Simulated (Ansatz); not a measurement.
# AlN₂ (sextet): the correlation ladder, cc-pVTZ

One table from this session's results is given with a row withheld; the runs are named, their logs left out.

The runs use Ansatz 0.2.0, Gaussian basis; cc-pVTZ, core rule «outside noble gas», up to 7 orbitals frozen.

To be run: UHF; CCSD(T) on ROHF; CCSD(T) on UHF; BCCD(T) on ROHF; CCSDT(Q) on ROHF; CCSDT(Q) on UHF; CASSCF and NEVPT2, 13 electrons in 12 orbitals.

14 further runs of the same task are left out: 14 set aside as unsound or not needed.

## What is computed

The geometry is a PBE0/def2-TZVP stationary point (not a proven minimum) of the parent state, kept for this charge and spin.

3 atoms, charge 0, spin multiplicity 6.

Atoms are counted from 1 here; the program's logs count them from 0.

Bond lengths: N1–Al2 1.795 Å, Al2–N3 1.795 Å. Angles: N1–Al2–N3 180.0°.

The first run:

Input file in.yaml:

```yaml
crystal:
  periodic: [false, false, false]
  atoms:
    - {symbol: N, position_ang: [0.000000, 0.000000, 1.795300]}
    - {symbol: Al, position_ang: [0.000000, 0.000000, 0.000000]}
    - {symbol: N, position_ang: [0.000000, 0.000000, -1.795300]}
basis:
  gaussian: {orbitals: cc-pVTZ}
magnetization: {spin_polarized: true, initial_magnetization: 5}
hamiltonian: {xc: hf}
output: {orbitals: {seedname: orbitals}}
```

The run is started by

```bash
$ ansatz run in.yaml --threads 1 --pin off --events-out ev --progress --plain --max-ram 4096MiB --backend cpu
```

Among the steps run: UHF; CCSD(T) on ROHF; CCSD(T) on UHF; BCCD(T) on ROHF; CCSDT(Q) on ROHF; CCSDT(Q) on UHF; CASSCF and NEVPT2, 13 electrons in 12 orbitals.

One table of the session follows, with a row left open; its other results are not shown here.

| method | from UCCSDT(Q) (meV) |
| --- | --- |
| ROHF | +10088.5 |
| UHF | +9744.6 |
| RMP2 | +1409.4 |
| UMP2 | +1459.1 |
| RCCSD | +435.6 |
| UCCSD | +422.9 |
| RCCSD(T) | +69.4 |
| UCCSD(T) | +67.9 |
| BCCD(T) | +73.1 |
| RCCSDT | +23.5 |
| UCCSDT | +19.2 |
| RCCSDT(Q) | ? |
| UCCSDT(Q) | 0 |
| CASSCF valence | +8762.0 |
| NEVPT2 valence | +1476.6 |

Q: Estimate the row for RCCSDT(Q) from the others.

**Answer.** from UCCSDT(Q) (meV): +5.8. In the column «from UCCSDT(Q) (meV)» it lies between UCCSDT(Q) (0) and UCCSDT (+19.2).

Caveats from the session: Restricted and unrestricted rows rest on different reference determinants; where their highest levels disagree by more than a few hundredths of an eV, they describe different states and don't form one ladder.
